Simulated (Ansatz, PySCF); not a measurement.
BF3, SMILES FB(F)F (connectivity only; charge and spin as stated), charge -1, multiplicity 2. Atoms are numbered in the order given.

```xyz
4

B      0.0000     0.0747    -0.3875
F      1.1598    -0.6785    -0.0848
F     -1.1598    -0.6785    -0.0848
F      0.0000     1.2822     0.3515
```
Charge -1, spin multiplicity 2.

The structure is a stationary point at ωB97X-D3(BJ)/def2-SVPD. The multiplicity is an assumed one; other spin states were not compared. The isomer is the one that the SMILES or the coordinates give; other isomers of the formula were not compared.

Two levels are set side by side: PBE-D3(BJ)/def2-SVPD (Ansatz, a first-principles code) and ωB97X-D3(BJ)/def2-SVPD (PySCF). Each level has its own optimised geometry; the coordinates shown are those of the second. Frequencies come from the Hessian of PySCF at each geometry. Differences are taken from unrounded values.

```
quantity                            ωB97X-D3(BJ)  PBE-D3(BJ)  PBE-D3(BJ) minus ωB97X-D3(BJ)
----------------------------------  ------------  ----------  -----------------------------
mean bond length (Å)                       1.416       1.417                          0.001
bond B1–F2 (Å)                             1.416       1.417                          0.001
bond B1–F3 (Å)                             1.416       1.417                          0.001
bond B1–F4 (Å)                             1.416       1.417                          0.001
highest harmonic wavenumber (cm⁻¹)          1023        1005                            -17
mean harmonic wavenumber (cm⁻¹)              713         688                            -25
zero-point energy (kcal/mol)                6.12        5.90                          -0.22
```
